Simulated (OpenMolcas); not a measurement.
**Si3H8 (trisilane): levels of theory compared**

We compute a comparison of 6 runs (BHLYP/6-31G*, M06-2X/6-31G*, M06-L/6-31G*, SVWN5/6-31G*, B3LYP/6-31G*, CCSD(T)/6-31G*) of Si3H8 (trisilane). 

The results are computed with OpenMolcas 26.06.

1 further run of the same task is left out (set aside as unsound or not needed).

**1. Starting point**

Si3H8 has 11 atoms, charge 0, and is taken as a singlet. SMILES: `[SiH3][SiH2][SiH3]`. The Si1–Si2 distance was set to 2.689 Å, away from the relaxed value.

Bond lengths: Si2–Si3 2.338 Å, Si1–H4 1.488 Å, Si1–H5 1.488 Å, Si1–H6 1.488 Å, Si2–H7 1.490 Å, Si2–H8 1.490 Å, Si3–H9 1.488 Å, Si3–H10 1.488 Å, Si3–H11 1.488 Å. Some angles: Si2–Si3–H9 109.8°, Si2–Si3–H10 109.8°, Si2–Si3–H11 111.2°, Si3–Si2–H7 109.6°, Si3–Si2–H8 109.6°, H9–Si3–H10 108.5°, H9–Si3–H11 108.7°, H10–Si3–H11 108.7°, H7–Si2–H8 108.1°, H4–Si1–H5 108.7°. A long bond or contact: Si1–Si2 2.689 Å.

**2. A single-point energy at BHLYP/6-31G(d) (spherical functions) (run 1)**

mol.input reads:

```
&GATEWAY
 BASLIB = $CurrDir
 COORD
 11
 angstrom
 Si      -1.417083       1.692868      -0.559616
 Si      -0.462570      -0.807300      -0.296320
 Si       1.631930      -0.774400       0.742750
 H       -2.750363       1.693858      -1.219466
 H       -0.478543       2.506578      -1.378416
 H       -1.547053       2.326228       0.780294
 H       -0.343400      -1.440160      -1.640160
 H       -1.410380      -1.620800       0.516390
 H        1.515950      -0.154940       2.090430
 H        2.583820       0.031780      -0.068050
 H        2.179610      -2.149160       0.894770
 BASIS = 6-31Gs
 GROUP = NoSym

&SEWARD
 GRIDINPUT
 Grid=UltraFine
 End of Grid

&SCF
 KSDFT = HYB_GGA_XC_BHANDHLYP
 THRESHOLDS = 1e-10 1e-07 1e-07 1e-05
 PRORBITALS = 1 1
```

The basis set 6-31G* is read from a file made from the Basis Set Exchange's data (not shown).

Command:

```bash
export MOLCAS_MEM=1860
pymolcas mol.input > mol.log
```

The log of the run:

```text
--- Start Module: gateway ---
[...]
--- Stop Module: gateway /rc=_RC_ALL_IS_WELL_ ---
--- Start Module: seward ---
[...]
      Basis functions           70
--- Stop Module: seward /rc=_RC_ALL_IS_WELL_ ---
[...]
--- Start Module: scf ---
[...]
       Convergence after  12 Iterations
[...]
::    Total KS-DFT energy                            -873.1883211040
[...]
      Total spin, S                                     0.0000000000
[...]
      Total electronic charge=   50.000000
      Total            charge=   -0.000000
[...]
      Dipole Moment (debye):
      Origin of the operator (angstrom)=   -0.0781    0.0469   -0.0347
                   X= -3.5357E-02               Y= -4.5684E-02               Z= -2.1255E-02           Total=  6.1554E-02
      Quadrupole Moment (debye*angstrom):
[...]
--- Stop Module: scf /rc=_RC_ALL_IS_WELL_ ---
[...]
```

Wall time 17 s (1 thread of Arm Neoverse V2, shared host); peak memory 0.41 GiB.

**3. A single-point energy at M06-2X/6-31G(d) (spherical functions) (run 2)**

mol.input reads:

```
* H8Si3 Kohn-Sham DFT

&gateway
  baslib = $CurrDir
  coord
  11
  angstrom
  Si      -1.417083       1.692868      -0.559616
  Si      -0.462570      -0.807300      -0.296320
  Si       1.631930      -0.774400       0.742750
  H       -2.750363       1.693858      -1.219466
  H       -0.478543       2.506578      -1.378416
  H       -1.547053       2.326228       0.780294
  H       -0.343400      -1.440160      -1.640160
  H       -1.410380      -1.620800       0.516390
  H        1.515950      -0.154940       2.090430
  H        2.583820       0.031780      -0.068050
  H        2.179610      -2.149160       0.894770
  basis = 6-31Gs
  group = NoSym

&seward
  gridinput
  Grid=UltraFine
  End of Grid

&scf
  ksdft = M062X
  thresholds = 1e-10 1e-07 1e-07 1e-05
  prorbitals = 1 1
```

The basis set 6-31G* is read from a file made from the Basis Set Exchange's data (not shown).

Command:

```bash
export MOLCAS_MEM=1860
pymolcas mol.input > mol.log
```

The log of the run:

```text
--- Start Module: gateway ---
[...]
--- Stop Module: gateway /rc=_RC_ALL_IS_WELL_ ---
--- Start Module: seward ---
[...]
      Basis functions           70
--- Stop Module: seward /rc=_RC_ALL_IS_WELL_ ---
[...]
--- Start Module: scf ---
[...]
       Convergence after  11 Iterations
[...]
::    Total KS-DFT energy                            -873.0962348592
[...]
      Total spin, S                                     0.0000000000
[...]
      Total electronic charge=   50.000000
      Total            charge=   -0.000000
[...]
      Dipole Moment (debye):
      Origin of the operator (angstrom)=   -0.0781    0.0469   -0.0347
                   X= -2.9494E-02               Y= -1.9950E-02               Z= -1.6227E-02           Total=  3.9131E-02
      Quadrupole Moment (debye*angstrom):
[...]
--- Stop Module: scf /rc=_RC_ALL_IS_WELL_ ---
[...]
```

Run time: 22 s. Hardware: 1 thread of Arm Neoverse V2, shared host; peak memory 0.41 GiB.

Runs 3 to 5 aren't shown in full; the table further down has their settings and results.

**4. The energy at CCSD(T)/6-31G(d) (spherical functions) (run 6)**

run.inp reads:

```
>>> EXPORT MOLCAS_PRINT=2
&GATEWAY
BASLIB
$CurrDir
COORD
11
angstrom
Si      -1.417083       1.692868      -0.559616
Si      -0.462570      -0.807300      -0.296320
Si       1.631930      -0.774400       0.742750
H       -2.750363       1.693858      -1.219466
H       -0.478543       2.506578      -1.378416
H       -1.547053       2.326228       0.780294
H       -0.343400      -1.440160      -1.640160
H       -1.410380      -1.620800       0.516390
H        1.515950      -0.154940       2.090430
H        2.583820       0.031780      -0.068050
H        2.179610      -2.149160       0.894770
BASIS
6-31Gs
GROUP
NoSym
&SEWARD
&SCF
THRESHOLDS
1e-10 1e-07 1e-07 1e-05
PRORBITALS
1 2
&RASSCF
FILEORB
$Project.ScfOrb
SPIN
1
NACTEL
0 0 0
INACTIVE
25
RAS2
0
OUTORBITALS
Canonical
ORBLISTING
NoCore
&MOTRA
JOBIPH
FROZEN
15
&CCSDT
CCT
TRIPLES
2
ITERATIONS
80
ACCURACY
1e-08
EXTRAPOLATION
5 4
```

The basis set 6-31G* is read from a file made from the Basis Set Exchange's data (not shown).

Command:

```bash
export MOLCAS_MEM=1860
pymolcas run.inp > run.log
```

The log of the run:

```text
--- Start Module: gateway ---
[...]
--- Stop Module: gateway /rc=_RC_ALL_IS_WELL_ ---
[...]
      Basis functions           70
[...]
       Convergence after  12 Iterations
[...]
::    Total SCF energy                               -871.3660605451
[...]
      Total spin, S                                     0.0000000000
[...]
      Number of active orbitals                  0
[...]
      Spin quantum number                      0.0
[...]
      Active orbitals                            0
[...]
      Number of CSFs                             1
[...]
      Number of root(s) required                 1
[...]
      Convergence after  4 iterations
[...]
      Natural orbitals and occupation numbers for root  1
      ************************************************************************************************************************
      *                                                    Final results                                                     *
      ************************************************************************************************************************
[...]
::    RASSCF root number  1 Total energy:   -871.36606055
[...]
      Total electronic charge=   50.000000
      Total            charge=   -0.000000
[...]
      Dipole Moment (debye):
      Origin of the operator (angstrom)=   -0.0781    0.0469   -0.0347
                   X= -3.0466E-02               Y= -5.2254E-02               Z= -1.9365E-02           Total=  6.3511E-02
      Quadrupole Moment (debye*angstrom):
[...]
--- Start Module: motra ---
[...]
      *** WARNING: Default frozen orbitals is overwritten by user input.
      *** Default values:   6
[...]
--- Stop Module: motra /rc=_RC_ALL_IS_WELL_ ---
--- Start Module: ccsdt ---
[...]
      Convergence after                    15  Iterations
      Total energy (diff) :    -871.66516245      -0.00000001
[...]
 METHOD                       : CCSD+T(CCSD)+<T3(1)WT1> = CCSD(T)
[...]
       CCSD     =      -871.6651624465438
[...]
--- Stop Module: ccsdt /rc=_RC_ALL_IS_WELL_ ---
[...]
```

Run time: 14 s. Hardware: 1 thread of Arm Neoverse V2, shared host; peak memory 0.41 GiB.

**5. The series**

```tsv
run	level	Cartesian functions	integration grid	energy (Eh)	dipole moment (D) of the reference	HOMO energy (eV)	LUMO energy (eV)	wall time
1	BHLYP/6-31G* (spherical functions)	no	UltraFine	-873.188321	0.06	-8.42	0.31	17 s
2	M06-2X/6-31G* (spherical functions)	no	UltraFine	-873.096235	0.04	-8.42	0.14	22 s
3	M06-L/6-31G* (spherical functions)	no	UltraFine	-873.197002	0.05	-6.77	-1.01	27 s
4	SVWN5/6-31G* (spherical functions)	no	UltraFine	-869.629252	0.04	-6.62	-1.57	13 s
5	B3LYP/6-31G* (Cartesian functions)	yes	UltraFine	-873.268378	0.06	-7.34	-0.76	19 s
6	CCSD(T)/6-31G* (spherical functions)	no	–	-871.673542	0.06	-9.81	2.56	14 s
```

**6. What came out**

```
                                           quantity          value
                                run 6: total energy  -871.67354 Eh
          run 6: dipole moment (mean-field density)         0.06 D
         run 6: HOMO energy (Hartree–Fock orbitals)       -9.81 eV
         run 6: LUMO energy (Hartree–Fock orbitals)        2.56 eV
       run 6: HOMO–LUMO gap (Hartree–Fock orbitals)       12.37 eV
run 6: correlation energy (15 core orbitals frozen)     -307.5 mEh
                              run 6: (T) correction      -8.38 mEh
```

What this shows: Over runs 1, 2, 3, 4, 5 the dipole moment (its size) runs from 0.04 D (SVWN5/6-31G*) to 0.06 D (BHLYP/6-31G*). Over runs 1, 2, 3, 4, 5 the HOMO–LUMO gap runs from 5.05 eV (SVWN5/6-31G*) to 8.73 eV (BHLYP/6-31G*). Totals of different functionals can't be ranked against each other. All runs together took 1.8 min, the longest 27 s.
